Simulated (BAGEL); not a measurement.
# [CHN2S2]+ (SMILES [cH+]1snns1) at HF/STO-3G (density fitting with qzvpp-jkfit)

Aim: the energy change on altering one bond length of [CHN2S2]+ at HF/STO-3G (density fitting with qzvpp-jkfit), from 2 runs. 

The results are computed with BAGEL 1.2.2.

3 further runs of the same task are left out: 2 that didn't finish, 1 set aside as unsound or not needed.

## Step 1: The structure to begin with

[CHN2S2]+: 6 atoms, total charge +1, spin state singlet. SMILES: `[cH+]1snns1`. The coordinates come from a GFN2-xTB relaxation.

Bond lengths: C1–S2 1.690 Å, S2–N3 1.631 Å, N3–N4 1.229 Å, C1–S5 1.690 Å, N4–S5 1.630 Å, C1–H6 1.077 Å. Angles: C1–S2–N3 93.9°, S2–C1–S5 113.5°, S2–N3–N4 119.3°, N3–N4–S5 119.4°, C1–S5–N4 93.9°, S2–C1–H6 123.2°, S5–C1–H6 123.3°.

## Step 2: A single-point energy at HF/STO-3G (density fitting with qzvpp-jkfit)

Contents of hf.json:

```json
{ "bagel": [

{
  "title": "molecule",
  "basis": "sto-3g",
  "df_basis": "qzvpp-jkfit",
  "angstrom": "true",
  "geometry": [
    { "atom": "C", "xyz": [   -0.546350,    0.670170,    0.290900 ] },
    { "atom": "S", "xyz": [   -0.291530,   -0.759050,    1.155990 ] },
    { "atom": "N", "xyz": [    0.729350,   -1.380590,    0.046610 ] },
    { "atom": "N", "xyz": [    0.990110,   -0.729470,   -0.962790 ] },
    { "atom": "S", "xyz": [    0.309340,    0.737850,   -1.165280 ] },
    { "atom": "H", "xyz": [   -1.190920,    1.461090,    0.634570 ] }
  ]
},
{ "title": "hf", "charge": 1 },
{ "title": "print", "file": "orbitals.molden", "orbitals": "true" }

]}
```

Started as:

```sh
$ BAGEL_NUM_THREADS=1 BAGEL hf.json > hf.out
```

The log of the run:

```text
* using 1 threads per process

  ===============================================================
  ===============================================================

  *** Geometry ***

  { "atom" : "C", "xyz" : [     -1.032452,      1.266438,      0.549721 ] },
  { "atom" : "S", "xyz" : [     -0.550912,     -1.434397,      2.184505 ] },
  { "atom" : "N", "xyz" : [      1.378272,     -2.608937,      0.088080 ] },
  { "atom" : "N", "xyz" : [      1.871037,     -1.378499,     -1.819409 ] },
  { "atom" : "S", "xyz" : [      0.584568,      1.394334,     -2.202060 ] },
  { "atom" : "H", "xyz" : [     -2.250513,      2.761060,      1.199164 ] },

  Number of auxiliary basis functions:      503

  Since a DF basis is specified, we compute 2- and 3-index integrals:
    o Being stored without compression. Storage requirement is 0.005 GB

  Number of basis functions:       34
  Number of electrons      :       53

    * METHOD: MOLECULE                             0.31

  *** RHF ***

  === Nuclear Repulsion ===
   279.9987360192

      * DIIS with orbital gradients will be used.

  === RHF iteration (sto-3g) ===
      0       -931.46341644          0.01406929           0.04
      1       -931.50952628          0.00945475           0.04
      2       -931.54101577          0.00121812           0.04
      3       -931.54217948          0.00039695           0.04
      4       -931.54238515          0.00013028           0.04
      5       -931.54240742          0.00004975           0.04
      6       -931.54241037          0.00001729           0.04
      7       -931.54241076          0.00000545           0.04
      8       -931.54241078          0.00000281           0.04
      9       -931.54241079          0.00000068           0.04
     10       -931.54241079          0.00000014           0.04
     11       -931.54241079          0.00000005           0.04
     12       -931.54241079          0.00000003           0.04
     13       -931.54241079          0.00000001           0.04
     14       -931.54241079          0.00000000           0.04
    * SCF iteration converged.

    * Permanent dipole moment:
           (    1.107556,    -1.359449,    -0.590138) a.u.

    * METHOD: HF                                   0.75

    * METHOD: PRINT                                0.01

  ===============================================================
```

Run time: 1.2 s. Hardware: 1 thread of Arm Neoverse N1, shared host; peak memory 0.082 GiB.

## Step 3: The distorted shape

Contents of hf.json:

```json
{ "bagel" : [

{
  "title" : "molecule",
  "basis" : "sto-3g",
  "df_basis" : "qzvpp-jkfit",
  "angstrom" : true,
  "geometry" : [
    { "atom" : "C", "xyz" : [   -0.449680,    0.551551,    0.239358 ] },
    { "atom" : "S", "xyz" : [   -0.194860,   -0.877669,    1.104448 ] },
    { "atom" : "N", "xyz" : [    0.826020,   -1.499209,   -0.004932 ] },
    { "atom" : "N", "xyz" : [    1.086780,   -0.848089,   -1.014332 ] },
    { "atom" : "S", "xyz" : [    0.406010,    0.619231,   -1.216822 ] },
    { "atom" : "H", "xyz" : [   -1.190920,    1.461090,    0.634570 ] }
  ]
},
{ "title" : "hf", "charge" : 1 },
{ "title" : "print", "file" : "orbitals.molden", "orbitals" : true }

]}
```

Started as:

```sh
$ BAGEL_NUM_THREADS=1 BAGEL hf.json > hf.out
```

The log of the run:

```text
* using 1 threads per process

  ===============================================================
  ===============================================================

  *** Geometry ***

  { "atom" : "C", "xyz" : [     -0.849772,      1.042280,      0.452321 ] },
  { "atom" : "S", "xyz" : [     -0.368232,     -1.658554,      2.087104 ] },
  { "atom" : "N", "xyz" : [      1.560952,     -2.833094,     -0.009320 ] },
  { "atom" : "N", "xyz" : [      2.053717,     -1.602656,     -1.916810 ] },
  { "atom" : "S", "xyz" : [      0.767248,      1.170177,     -2.299460 ] },
  { "atom" : "H", "xyz" : [     -2.250513,      2.761060,      1.199164 ] },

  Number of auxiliary basis functions:      503

  Since a DF basis is specified, we compute 2- and 3-index integrals:
    o Being stored without compression. Storage requirement is 0.005 GB

  Number of basis functions:       34
  Number of electrons      :       53

    * METHOD: MOLECULE                             0.31

  *** RHF ***

  === Nuclear Repulsion ===
   279.1641338052

      * DIIS with orbital gradients will be used.

  === RHF iteration (sto-3g) ===
      0       -931.44206858          0.01495826           0.05
      1       -931.49118712          0.01025908           0.04
      2       -931.52684644          0.00130959           0.04
      3       -931.52811986          0.00041100           0.04
      4       -931.52833597          0.00013724           0.04
      5       -931.52836018          0.00005267           0.04
      6       -931.52836353          0.00001728           0.04
      7       -931.52836392          0.00000568           0.04
      8       -931.52836394          0.00000299           0.04
      9       -931.52836395          0.00000076           0.04
     10       -931.52836395          0.00000015           0.04
     11       -931.52836395          0.00000006           0.04
     12       -931.52836395          0.00000003           0.04
     13       -931.52836395          0.00000001           0.04
     14       -931.52836395          0.00000001           0.04
    * SCF iteration converged.

    * Permanent dipole moment:
           (    1.188811,    -1.459147,    -0.633421) a.u.

    * METHOD: HF                                   0.78

    * METHOD: PRINT                                0.01

  ===============================================================
```

Wall time 1.3 s (1 thread of Arm Neoverse N1, shared host); peak memory 0.082 GiB.

## Step 4: Outcome

Level: HF/STO-3G (density fitting with qzvpp-jkfit).

| quantity | value |
| --- | --- |
| first shape: total energy | -931.54241 Eh |
| first shape: HOMO energy | -15.60 eV |
| first shape: LUMO energy | -3.39 eV |
| first shape: HOMO–LUMO gap | 12.21 eV |
| distorted shape: total energy | -931.52836 Eh |
| distorted shape: HOMO energy | -15.51 eV |
| distorted shape: LUMO energy | -3.16 eV |
| distorted shape: HOMO–LUMO gap | 12.35 eV |
| energy change with the C1–H6 bond stretched from 1.077 to 1.238 Å | 0.382 eV |

What this shows: With the C1–H6 bond stretched from 1.077 to 1.238 Å the energy rises by 0.38 eV (8.8 kcal/mol). The first shape isn't relaxed at this level, so the change isn't measured from a minimum. The minimal basis adds a large error of its own.
